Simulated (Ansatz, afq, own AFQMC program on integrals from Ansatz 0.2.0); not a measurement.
BNH2, singlet in cc-pVDZ, levels against CCSDT(Q)

| atom | x (Å) | y (Å) | z (Å) |
| --- | --- | --- | --- |
| B | 0.0000 | 0.0000 | 0.8600 |
| N | 0.0000 | 0.0000 | -0.5115 |
| H | 0.0000 | 0.8509 | -1.0580 |
| H | 0.0000 | -0.8509 | -1.0580 |

Connectivity, by distances: B–NH2.

Basis cc-pVDZ. Only valence electrons are correlated. Integrals, coupled cluster, full CI and functionals: Ansatz 0.2.0; the random walks run on the same integrals in our own AFQMC program. The CISD trial takes its coefficients from CCSD amplitudes. Released means that phaseless walkers are propagated on without the constraint, phases kept. Free projection: walkers drawn from exp(T), propagated without any constraint. Its projection time is finite, and what remains of the start isn't in its error. ± is one standard error of the sampling.

Determinant: RHF, the one that the program's search chose, which needn't be the lowest solution. The geometry is a point of a scan.

No full CI on the walks' own integrals is used here; CCSDT(Q) serves as the reference and is uncertain by about the last step of the cluster series.

Cautions: restricted determinant unstable towards unrestricted (UHF 52 meV lower, ⟨S²⟩ 0.27).

```
T1 diagnostic                               : 0.0147
weight of the determinant in the CISD state : 0.882
size of the correlated space                : 10 electrons in 36 orbitals
```

Reference: CCSDT(Q), correlation energy -7.287 eV. The released energy is read at 2.40 1/Eh (meV from the phaseless value at times in 1/Eh: -19 ± 13 at 0.24, -22 ± 11 at 0.51, -22 ± 16 at 0.99, -22 ± 14 at 1.62, -47 ± 18 at 2.40).

| level | E − E(reference) (meV) | share of correlation (%) |
| --- | --- | --- |
| HF | 7286.7 | 0.00 |
| MP2 | 977.8 | 86.58 |
| CCSD | 235.2 | 96.77 |
| CCSD(T) | 34.7 | 99.52 |
| CCSDT | 16.8 | 99.77 |
| ph-AFQMC/HF | -59.3 ± 78.7 | 100.81 |
| ph-AFQMC/CISD | 50.4 ± 10.3 | 99.31 |
| released AFQMC | 3.7 ± 18.0 | 99.95 |
| free AFQMC | 5.5 ± 14.8 | 99.92 |

Free projections are given only where their last times agree within the noise and don't stop above the reference; a slow remainder of the start can still hide under it. A walk keeps the symmetry of its determinant, which the program's search chose and which needn't be the lowest solution, so a lower state of the same spin and another symmetry isn't excluded. Released energies are given only where the last usable release times agree within the noise; a slower fall can still hide under it.
